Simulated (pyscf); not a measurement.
Four-centre exchange: `[Cl][B]([Cl])[Cl]` + `[SiH4]` → `[ClH]` + `[SiH3][B]([Cl])[Cl]`

Gas phase, singlet surface, charge 0. Bonds broken: Cl1–B2, Si5–H6. Bonds formed: Cl1–H6, B2–Si5. Optimised with ωB97X-D3(BJ)/def2-SVP in PySCF.

Transition state (Å):

```xyz
9

Cl     1.2493     0.1209    -1.3670
B      0.9112    -1.2016     0.3425
Cl     2.3322    -1.0398     1.3908
Cl     0.4671    -2.7822    -0.3273
Si    -0.7708    -0.3935     1.3485
H      0.3124    -0.0060    -0.2205
H     -0.8270    -1.4079     2.4330
H     -2.0171    -0.4150     0.5347
H     -0.5335     0.9670     1.9040
```

One imaginary mode, 875i cm⁻¹; descent along it reached the two sides named.

| bond | change | reactant side (Å) | saddle | product side |
|---|---|---|---|---|
| Cl1–B2 | breaks | 1.741 | 2.188 | 3.1 |
| Si5–H6 | breaks | 1.491 | 1.946 | 3.8 |
| Cl1–H6 | forms | 3.2 | 1.486 | 1.286 |
| B2–Si5 | forms | 3.7 | 2.120 | 2.015 |

Electronic energies relative to the separated reactants (kcal/mol):

| level | barrier | reaction energy | reverse barrier |
|---|---|---|---|
| ωB97X-D3(BJ)/def2-TZVP | 43.8 | +21.7 | 22.2 |
| PBE/def2-TZVP | 37.9 | +21.6 | 16.3 |
| r²SCAN/def2-TZVP | 40.5 | +23.2 | 17.3 |
| B3LYP-D3(BJ)/def2-TZVP | 43.9 | +22.3 | 21.6 |
| PBE0-D3(BJ)/def2-TZVP | 39.1 | +21.6 | 17.5 |
| M06-2X/def2-TZVP | 45.7 | +23.1 | 22.6 |
| ωB97M-D3(BJ)/def2-TZVP | 46.4 | +23.2 | 23.2 |
| HF/def2-TZVP | 70.4 | +24.2 | 46.2 |

With ωB97M-D3(BJ)/def2-TZVP energies and thermal terms (ideal gas, 1 atm, RRHO with modes under 100 cm⁻¹ raised to 100, one conformer, R ln 2 for chiral ones without a mode under 150 cm⁻¹), in kcal/mol:

```json
[
 {"T (K)": "298", "ΔH‡": "45.8", "ΔG‡": "54.8", "ΔH": "+23.3", "ΔG": "+21.4"},
 {"T (K)": "600", "ΔH‡": "46.5", "ΔG‡": "63.6", "ΔH": "+24.0", "ΔG": "+19.2"},
 {"T (K)": "900", "ΔH‡": "47.3", "ΔG‡": "72.0", "ΔH": "+24.5", "ΔG": "+16.7"},
 {"T (K)": "1200", "ΔH‡": "48.1", "ΔG‡": "80.1", "ΔH": "+24.8", "ΔG": "+14.1"}
]
```

The same reactants have a lower exit, to H₃Si–Cl + Cl–BH–Cl (barrier +22.1 kcal/mol at ωB97M-D3(BJ)/def2-TZVP, against +46.4 kcal/mol here). This is the saddle that the search found; another between the same sides may lie lower.
